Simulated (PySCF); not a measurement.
Dipole moment and polarisability across levels of theory

C₃H₄O.
SMILES with atom numbers: `[CH:1]#[C:2][CH2:3][OH:4]` (hydrogens: H5 on C1; H6, H7 on C3; H8 on O4)

Structure used (PBE0-D3(BJ)/def2-SVP), in Å, numbered top down from 1:
```xyz
8
C3H4O angstrom
C      1.765   -0.501    0.870
C      0.733   -0.254    0.289
C     -0.504    0.025   -0.434
O     -1.329    0.874    0.316
H      2.682   -0.709    1.389
H     -0.231    0.466   -1.415
H     -0.995   -0.946   -0.655
H     -2.120    1.045   -0.205
```

PySCF, dipoles from the SCF density, polarisabilities from static response with core orbitals frozen. Isolated species at its PBE0-D3(BJ)/def2-SVP geometry (one conformer only).

The anisotropy is √(½[(α1 − α2)² + (α2 − α3)² + (α3 − α1)²]).

```tsv
level	μ (D)	α (Å³)	anisotropy (Å³)
PBE0/def2-SVPD	1.895	6.03	3.65
BHandHLYP/def2-SVPD	1.951	5.89	3.54
CAM-B3LYP/def2-SVPD	1.938	6.01	3.55
wB97X-D/def2-SVPD	1.924	6.03	3.49
LC-wPBE/def2-SVPD	1.956	5.83	3.39
PBE0/6-31G*	1.880	4.53	4.43
PBE0/def2-SVP	1.922	4.75	4.38
PBE0/6-31+G*	2.074	5.38	4.10
PBE0/aug-cc-pVDZ	1.874	6.18	3.74
PBE0/def2-TZVP	1.921	5.60	4.06
PBE0/def2-TZVPD	1.868	6.21	3.67
PBE0/aug-cc-pVTZ	1.871	6.25	3.69
```

The dipole runs from 1.87 D (PBE0/def2-TZVPD) to 2.07 D (PBE0/6-31+G*). No reference polarisability is at hand; against PBE0 in the largest diffuse basis at hand (aug-cc-pVTZ) the other PBE0 rows deviate by 6-31G* -28%, def2-SVP -24%, 6-31+G* -14%, def2-SVPD -4%, aug-cc-pVDZ -1%, def2-TZVP -10%, def2-TZVPD -1%. In one basis (def2-SVPD) the functionals order the polarisability from LC-wPBE (lowest) to PBE0 (highest), a spread of 3%. With PBE0 the polarisability is 4.96 Å³ without diffuse functions (mean of 6-31G*, def2-SVP and def2-TZVP) and 6.01 Å³ with them (mean of 6-31+G*, def2-SVPD, aug-cc-pVDZ, def2-TZVPD and aug-cc-pVTZ).
